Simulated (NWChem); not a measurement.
CH$_{3}$, doublet; SMILES [CH3]

Computed with NWChem. Spin-unrestricted. In the optimisation the excess spin sits in a2" (D3h, its own frame). Structure relaxed at the PBE0/def2-SVP, spin-unrestricted level. No stability test was run on the SCF state.

### Question
Order these by “highest occupied level (eV)”, lowest first: PBE/3-21G; PBE/def2-QZVP; PBE/pcseg-1.

### Answer
PBE/def2-QZVP (-5.42), PBE/pcseg-1 (-5.30), PBE/3-21G (-4.90)
